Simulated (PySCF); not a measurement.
# BeH₂Cl₂, a complex of two parts: interaction energy

The task here is to estimate one member of a computed series from the others.

Computed with PySCF 2.14.0; each step states its level. No surroundings beyond the atoms listed, unless a continuum is named. Atoms count from 0, parts from 1.

## Starting point

5 atoms, charge 0, multiplicity 1; geometry: GFN2-xTB. Parts: 1 = atoms 0–2, `[BeH2]`, charge 0; 2 = atoms 3–4, `ClCl`, charge 0.

Set-up of the first run:

The job: settings as JSON, then the geometry in Å.

```
{"job": {"xc": "PBE0", "basis": "def2-TZVPD", "d3": "d3bj", "grid": 3, "kind": "geom", "shake": 0.01}, "charge": 0, "multiplicity": 1, "parts": [{"atoms": "0-2", "charge": 0, "multiplicity": 1}, {"atoms": "3-4", "charge": 0, "multiplicity": 1}]}
Be     0.071281    -0.162154     0.225386
H     -1.200797     0.246387     0.249618
H      1.134033    -0.000477    -0.450040
Cl     0.074795    -1.358115     1.816020
Cl     1.684235    -2.398925     2.441546
```

Started as:

```
> OMP_NUM_THREADS=1 python cluster_run.py task.json out
```

The driver reads the jobs from task.json and runs them one after another.

Steps of the session up to this table: Geometry optimisation at PBE0-D3(BJ)/def2-TZVPD; Coupled-cluster interaction energy: CCSD(T) and MP2, 1.89 Å; Coupled-cluster interaction energy: CCSD(T) and MP2, 1.99 Å; Coupled-cluster interaction energy: CCSD(T) and MP2, 2.08 Å; Coupled-cluster interaction energy: CCSD(T) and MP2, 1.80 Å; Coupled-cluster interaction energy: CCSD(T) and MP2, 2.37 Å; Coupled-cluster interaction energy: CCSD(T) and MP2, 1.70 Å; Coupled-cluster interaction energy: CCSD(T) and MP2, 2.84 Å; Coupled-cluster interaction energy: CCSD(T) and MP2, 3.78 Å.

One of the session's tables, all rows but one given; the rest of the session is left out.

It belongs to the step «Coupled-cluster interaction energy: CCSD(T) and MP2, 3.78 Å». 

| method | interaction energy (kcal/mol) |
| --- | --- |
| HF/aug-cc-pVDZ | -0.57 |
| MP2/aug-cc-pVDZ | -1.57 |
| CCSD/aug-cc-pVDZ | -1.27 |
| CCSD(T)/aug-cc-pVDZ | -1.42 |
| HF/aug-cc-pVQZ | ? |
| MP2/aug-cc-pVQZ | -1.72 |
| SCS-MP2/aug-cc-pVQZ | -1.40 |
| MP2, extrapolated | -1.76 |
| CCSD(T), limit estimate | -1.62 |

Q: Estimate the row for HF/aug-cc-pVQZ from the others.

The run gave: interaction energy (kcal/mol): -0.44. In the column «interaction energy (kcal/mol)» it is the highest.
